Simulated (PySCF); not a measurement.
Unknowns

Theory: coordinates at the GFN2-xTB level, J couplings at B3LYP/pcJ-1 (spin–dipole term left out of most H,H and C,H couplings), PBE0/pcSseg-1 with gauge-including orbitals, in PySCF (gas phase, one averaged value for each set of equivalent atoms, a single conformation, relativity neglected).

Referencing at the same level of theory: ¹H, ¹³C vs TMS. Multiplet labels drop J under 1 Hz and among equivalent protons, and merge close values. Unscaled 3J(H,H) run several per cent high. Vicinal couplings that depend on rotamer populations or ring flexing (ring, CH–CH, X–H and H–F types) are those of the one conformer. Shifts are as computed. Against solution values, carbons near 30 ppm lie about +3 ppm off and those near 130 ppm about +5 ppm. Of 1211 compounds with measured shifts, 218 miss one by over three times the rms of a fit or turn the order of signals round; such compounds aren't used in these exercises.

Problem. C$_{4}$H$_{5}$NO. ¹H NMR (400 MHz, computed): δ 7.67 (d, J = 1.2 Hz, 1H), 7.26 (d, J = 1.2 Hz, 1H), 2.60 (s, 3H). ¹³C{¹H} NMR (computed): δ 166.0 (C), 144.3 (CH), 135.1 (CH), 16.5 (CH3). Give a structure.

Solution. 2-Methyloxazole (Cc1ncco1). Rings plus π bonds: 3 (1 ring in the answer). 4 carbon signals for 4 carbons: no two carbons are equivalent. Carbon types of the structure: 1 × C, 2 × CH, 1 × CH3, which accounts for all hydrogens. δC 166.0: substituted aromatic carbon next to the ring oxygen. δC 144.3: aromatic CH next to the ring oxygen. δC 135.1: aromatic CH next to a ring nitrogen. δH 2.60: hydrogen on a methyl carbon on an aromatic ring; benzylic-type position, deshielded by the ring.

The shifts were computed for this structure.

Problem. C$_{4}$H$_{5}$NO. ¹H NMR (500 MHz, computed): δ 9.52 (d, J = 5.8 Hz, 1H), 3.01 (qd, J = 7.7, 5.8 Hz, 1H), 1.56 (d, J = 7.7 Hz, 3H). ¹³C{¹H} NMR (computed): δ 197.7, 120.6, 38.6, 15.7. Give a structure.

Solution. `C[C@H](C#N)C=O`. The formula gives 3 degrees of unsaturation (no ring in the answer). 4 carbon signals for 4 carbons: no two carbons are equivalent. Carbon types of the structure: 1 × C, 2 × CH, 1 × CH3, which accounts for all hydrogens. δC 197.7: aldehyde carbonyl carbon; the double bond to the heteroatom, with no lone-pair donor beside it, deshields it most. δC 120.6: nitrile carbon; this is the usual window of a C≡N carbon, which has no attached hydrogen. δC 15.7: methyl carbon; aliphatic region, no heteroatom directly attached. δH 9.52: hydrogen on an aldehyde carbonyl carbon; the formyl region, downfield of aromatic protons. The protons at 1.56 and 3.01 share a coupling of 7.7 Hz (vicinal).

This is the structure that produced the data.
